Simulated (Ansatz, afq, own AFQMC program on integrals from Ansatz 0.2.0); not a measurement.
SiNH2, quartet in cc-pVDZ, levels against CCSDT(Q)

```yaml
atoms:
  - { symbol: Si, position_ang: [0.0363, -0.1726, 1.0969] }
  - { symbol: N, position_ang: [-0.1392, 0.2777, -2.1392] }
  - { symbol: H, position_ang: [0.2925, 1.1141, 1.8137] }
  - { symbol: H, position_ang: [0.6311, -0.1642, -2.6499] }
```

Connectivity, by distances: SiH ··· NH.

Basis cc-pVDZ. Noble-gas cores (and the filled d shells of Ga–Kr and In–Xe) are frozen. Ansatz 0.2.0 and our own AFQMC program on the same integrals; the CISD trial comes from CCSD amplitudes, and released means the phaseless constraint is let go. Uncertainties: one standard error, sampling alone.

Determinant: UHF, the one that the program's search chose, which needn't be the lowest solution. The geometry is a point of a scan.

No full CI on the walks' own integrals is used here; CCSDT(Q) serves as the reference and is uncertain by about the last step of the cluster series.

Cautions: lower spins were not checked; unrestricted determinant slightly spin contaminated (⟨S²⟩ 3.80 against 3.75); the ph-AFQMC/HF walk drifts between its halves (2.2 errors).

```
T1 diagnostic                               : 0.0192
weight of the determinant in the CISD state : 0.883
⟨S²⟩ of the determinant                     : 3.800
size of the correlated space                : 11 electrons in 36 orbitals
```

Reference: CCSDT(Q), correlation energy -5.918 eV. The released energy is read at 2.40 1/Eh (meV from the phaseless value at times in 1/Eh: -17 ± 13 at 0.24, -15 ± 12 at 0.51, -10 ± 9 at 0.99, -41 ± 13 at 1.62, -41 ± 16 at 2.40).

```json
{"level": "HF", "E − E(reference) (meV)": "5917.5", "share of correlation (%)": "0.00"}
{"level": "MP2", "E − E(reference) (meV)": "1308.8", "share of correlation (%)": "77.88"}
{"level": "CCSD", "E − E(reference) (meV)": "121.1", "share of correlation (%)": "97.95"}
{"level": "CCSD(T)", "E − E(reference) (meV)": "28.7", "share of correlation (%)": "99.51"}
{"level": "CCSDT", "E − E(reference) (meV)": "4.7", "share of correlation (%)": "99.92"}
{"level": "ph-AFQMC/HF", "E − E(reference) (meV)": "78.4 ± 54.3", "share of correlation (%)": "98.67"}
{"level": "ph-AFQMC/CISD", "E − E(reference) (meV)": "20.6 ± 9.8", "share of correlation (%)": "99.65"}
{"level": "released AFQMC", "E − E(reference) (meV)": "-20.5 ± 15.7", "share of correlation (%)": "100.35"}
```

Released energies are given only where the last usable release times agree within the noise; a slower fall can still hide under it.
